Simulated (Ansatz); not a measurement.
# SiO (triplet): wave-function methods side by side, def2-QZVPP

An exercise on one series of results from a longer session: the logs are not shown, and one member is left open.

Computed with Ansatz 0.2.0, Gaussian basis. Level: def2-QZVPP, core rule «outside noble gas», up to 6 orbitals frozen.

To be run: UHF; ROHF; CCSD(T) on UHF.

2 further runs of the same task are left out: 2 set aside as unsound or not needed.

## What is computed

The geometry is a PBE0/def2-TZVP stationary point (not a proven minimum).

2 atoms, charge 0, spin multiplicity 3.

Atoms are counted from 1 here; the program's logs count them from 0.

Bond lengths: Si1–O2 1.724 Å.

Set-up of the first run:

in.yaml

```yaml
crystal:
  periodic: [false, false, false]
  atoms:
    - {symbol: Si, position_ang: [0.000000, 0.000000, 0.000000]}
    - {symbol: O, position_ang: [0.000000, 0.000000, 1.723500]}
basis:
  gaussian: {orbitals: "def2-QZVPP.json"}
magnetization: {spin_polarized: true, initial_magnetization: 2}
hamiltonian: {xc: hf}
output: {orbitals: {seedname: orbitals}}
```

Command:

```sh
> ansatz run in.yaml --threads 1 --pin off --events-out ev --progress --plain --max-ram 2393MiB
```

Among the steps run: UHF; ROHF; CCSD(T) on UHF.

One of the session's tables, all rows but one given; the rest of the session is left out.

It belongs to the step «Misses and costs». 

| method | from UCCSD(T) (meV) |
| --- | --- |
| ROHF | +8820.9 |
| UHF | +8522.9 |
| UMP2 | +971.0 |
| UCCSD | ? |
| UCCSD(T) | 0 |

Estimate the missing values for UCCSD.

As computed: from UCCSD(T) (meV): +325.6. In the column «from UCCSD(T) (meV)» it lies between UCCSD(T) (0) and UMP2 (+971.0).
